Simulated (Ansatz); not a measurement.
`NC1OCO1` + H₂ → `C1OCO1` + NH₃ at 600 K and 1 bar (hydrogenolysis of a C–N bond).

Calculated with Ansatz (gas phase, PBE0-D4/def2-TZVP geometries, no zero-point term in ΔE). CCSD(T)/CBS adds triple-zeta CCSD(T) − MP2 to the extrapolated MP2 energy (def2 sets, frozen cores). This one scheme is used for every species. Each species was taken in one conformer, which may not be the lowest.

```json
{"species": "`NC1OCO1`", "CCSD(T)/CBS energy (Eh)": "-284.11379", "H − E (kJ/mol)": "259.5", "S (J/(mol·K))": "364.8"}
{"species": "H₂", "CCSD(T)/CBS energy (Eh)": "-1.17544", "H − E (kJ/mol)": "43.9", "S (J/(mol·K))": "150.8"}
{"species": "`C1OCO1`", "CCSD(T)/CBS energy (Eh)": "-228.78977", "H − E (kJ/mol)": "202.5", "S (J/(mol·K))": "311.4"}
{"species": "NH₃", "CCSD(T)/CBS energy (Eh)": "-56.50880", "H − E (kJ/mol)": "112.4", "S (J/(mol·K))": "219.5"}
```

H − E and S are ideal-gas, rigid-rotor, harmonic terms from PBE0-D4/def2-TZVP, for one conformer and one mirror image of each species. For small species the MP2-based limit differs from directly extrapolated CCSD(T) by up to some mEh (0.8 for H₂); such offsets cancel only in part. 1 Eh = 2625.50 kJ/mol, R = 8.31446 J/(mol·K).

Problem. By hand: ΔE, ΔH, ΔS and ΔG.

Solution. ΔE = (-228.78977) + (-56.50880) − (-284.11379) − (-1.17544) = -0.00934 Eh = -24.5 kJ/mol. Δ(H − E) = 202.5 + 112.4 − 259.5 − 43.9 = 11.5, so ΔH = -13.0 kJ/mol. ΔS = 311.4 + 219.5 − 364.8 − 150.8 = 15.3 J/(mol·K). ΔG = -13.0 − 600 × (15.3)/1000 = -22.2 kJ/mol.

Problem. By hand: the equilibrium constant, and the temperature at which ΔG would vanish if ΔH and ΔS stayed fixed.

Solution. log₁₀ K = −ΔG/(RT ln 10) = 1.9. ΔH and −TΔS have one sign here, so there is no such temperature.

TΔS isn't small against ΔH here. A doubt of 5 kJ/mol in ΔE shifts log₁₀ K by 0.4 here. Other conformers and mirror images would add mixing entropy, several J/(mol·K) or more a flexible species. These are equilibria of isolated gas molecules and say nothing of rates. Largest T1 diagnostic: 0.012 (customary marks: 0.02 for closed shells, 0.045 for open ones).
